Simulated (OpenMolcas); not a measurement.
**How methods differ on AlH3O (SMILES [OH][AlH2])**

AlH3O has 5 atoms, charge 0, and is taken as a singlet. As SMILES, `[OH][AlH2]`. The shape comes from GFN2-xTB, which is rough for such elements, and wasn't checked as a minimum.

```xyz
5

O     0.4668   -0.8405    0.5301
Al   -0.2293    0.4110   -0.2596
H     0.8711   -1.5660    0.9879
H    -1.1462    0.1480   -1.4573
H     0.0375    1.8474    0.1989
```

Each level gives the energy change with the O1–H3 bond stretched from 0.948 to 1.897 Å (eV). The values are calculated.

| level | kind | program | value (eV) | less FCI/STO-3G |
| --- | --- | --- | --- | --- |
| CASPT2(2,2)/STO-3G | multireference | OpenMolcas | 3.81 | +0.12 |
| CASSCF(2,2)/STO-3G | multireference | OpenMolcas | 3.70 | +0.01 |
| MRCI(2,2)/STO-3G | multireference | OpenMolcas | 3.72 | +0.03 |
| SC-NEVPT2(2,2)/STO-3G | multireference | OpenMolcas | 3.80 | +0.11 |
| FCI/STO-3G | exact in the basis | OpenMolcas | 3.69 | 0.00 |

FCI/STO-3G is exact within its basis and frozen core, so for wave-function methods in that basis the difference is their error. The first shape isn't each level's own minimum. The values span 3.69 to 3.81 eV. All rows use very small basis sets, so even the best lies far from the true value.
